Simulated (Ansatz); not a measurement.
**C8H18: a ladder of functionals and wavefunction methods**

Aim: compute C8H18 with functionals from several rungs and with coupled cluster. The yardstick is the atomisation energy at the CCSD(T) limit.

The runs use Ansatz 0.2.0, Gaussian basis; functionals in def2-TZVPP, the program's frozen cores in correlated methods.

Levels to be run: PBE-D4, r2SCAN-D4, PBE0-D4, B3LYP-D4, ωB97X-V, ωB97M-V, B2PLYP; CCSD(T)/def2-TZVPP; MP2/def2-QZVPP; extrapolation to the limit.

**1. The relaxed structure**

All runs share one geometry, relaxed beforehand with PBE0-D4 in a triple-zeta def2 set.

SMILES `CC[C@H](C)[C@@H](C)CC`, 26 atoms, charge 0, spin multiplicity 1.

Atoms are counted from 1 here; the program's logs count them from 0.

Bond lengths: C1–C2 1.520 Å, C1–H9 1.094 Å, C1–H10 1.092 Å, C1–H11 1.092 Å, C2–C3 1.529 Å, C2–H12 1.093 Å, C2–H13 1.098 Å, C3–C4 1.524 Å, C3–C5 1.539 Å, C3–H14 1.100 Å, C4–H15 1.091 Å, C4–H16 1.090 Å, C4–H17 1.096 Å, C5–C6 1.526 Å, C5–C7 1.534 Å, C5–H18 1.100 Å, C6–H19 1.091 Å, C6–H20 1.094 Å and more. Angles: C2–C1–H9 111.0°, C2–C1–H10 112.5°, C2–C1–H11 110.8°, H9–C1–H10 107.6°, H9–C1–H11 107.5°, H10–C1–H11 107.2°, C1–C2–C3 114.8°, C1–C2–H12 108.1°, C1–C2–H13 109.7°, C3–C2–H12 109.2°, C3–C2–H13 108.8°, H12–C2–H13 106.0°, C2–C3–C4 111.0°, C2–C3–C5 111.8°, C2–C3–H14 107.5°, C4–C3–C5 111.1°, C4–C3–H14 107.6°, C5–C3–H14 107.6° and more.

**2. PBE-D4 (GGA)**

File in.yaml:

```yaml
crystal:
  periodic: [false, false, false]
  atoms:
    - {symbol: C, position_ang: [-0.608439, -2.203965, 1.768645]}
    - {symbol: C, position_ang: [-0.854570, -0.861026, 1.099807]}
    - {symbol: C, position_ang: [0.385370, -0.217760, 0.477698]}
    - {symbol: C, position_ang: [1.471026, -0.001810, 1.525180]}
    - {symbol: C, position_ang: [0.044246, 1.096180, -0.247464]}
    - {symbol: C, position_ang: [1.271295, 1.718911, -0.907343]}
    - {symbol: C, position_ang: [-1.094437, 0.963308, -1.266259]}
    - {symbol: C, position_ang: [-0.861702, -0.056862, -2.369851]}
    - {symbol: H, position_ang: [-0.118678, -2.900484, 1.081132]}
    - {symbol: H, position_ang: [0.020905, -2.118427, 2.656461]}
    - {symbol: H, position_ang: [-1.550498, -2.659571, 2.082486]}
    - {symbol: H, position_ang: [-1.612875, -1.001842, 0.325449]}
    - {symbol: H, position_ang: [-1.289689, -0.161351, 1.825311]}
    - {symbol: H, position_ang: [0.781727, -0.918585, -0.271178]}
    - {symbol: H, position_ang: [1.720789, -0.930758, 2.039866]}
    - {symbol: H, position_ang: [2.394262, 0.375822, 1.084709]}
    - {symbol: H, position_ang: [1.140405, 0.719241, 2.280844]}
    - {symbol: H, position_ang: [-0.307578, 1.798611, 0.521953]}
    - {symbol: H, position_ang: [2.006602, 2.054276, -0.175103]}
    - {symbol: H, position_ang: [1.771098, 1.009656, -1.573783]}
    - {symbol: H, position_ang: [0.986946, 2.589638, -1.504066]}
    - {symbol: H, position_ang: [-1.250829, 1.948817, -1.718582]}
    - {symbol: H, position_ang: [-2.028812, 0.728736, -0.748913]}
    - {symbol: H, position_ang: [-0.776373, -1.071935, -1.973808]}
    - {symbol: H, position_ang: [-1.691005, -0.053549, -3.080915]}
    - {symbol: H, position_ang: [0.050823, 0.154728, -2.932285]}
basis:
  gaussian: {orbitals: def2-TZVPP}
hamiltonian: {xc: pbe, dispersion: d4}
output: {forces: true, orbitals: {seedname: orbitals}}
```

Further steps of the session: r2SCAN-D4 (meta-GGA); PBE0-D4 (hybrid); B3LYP-D4 (hybrid); ωB97X-V (range-separated); ωB97M-V (range-separated); B2PLYP (double hybrid); CCSD(T) in def2-TZVPP; MP2 in def2-QZVPP.

**Question.** What will the summary of the whole plan be? Wanted: atomisation energy, CCSD(T)/CBS; farthest; mean size of error, hybrid; mean size of error, range-separated; gap, smallest and largest; T1 diagnostic; triples share of the correlation energy.

The runs gave:

```
                               quantity                                  value
        atomisation energy, CCSD(T)/CBS                         10369.0 kJ/mol
 functionals within 51.8 kJ/mol (0.5 %)  r2SCAN-D4, B3LYP-D4, ωB97X-V, ωB97M-V
                               farthest                 PBE-D4 (+163.5 kJ/mol)
             mean size of error, hybrid                            37.8 kJ/mol
    mean size of error, range-separated                            18.1 kJ/mol
              gap, smallest and largest   7.39 eV (PBE-D4), 13.73 eV (ωB97X-V)
                          T1 diagnostic                                 0.0086
triples share of the correlation energy                                  3.8 %
```

PBE-D4 misses by +163.5 kJ/mol. Double hybrids carry the basis error of their MP2 part in triple zeta, and no dispersion term here, so their miss is partly the set-up's. Misses under about 51.8 kJ/mol are within the doubt on the reference itself, which lacks core-valence correlation, relativity and higher excitations. Hartree-Fock recovers 76 % of the binding; the rest is correlation. Orbital gaps span 7.4 to 13.7 eV; exact exchange widens them.
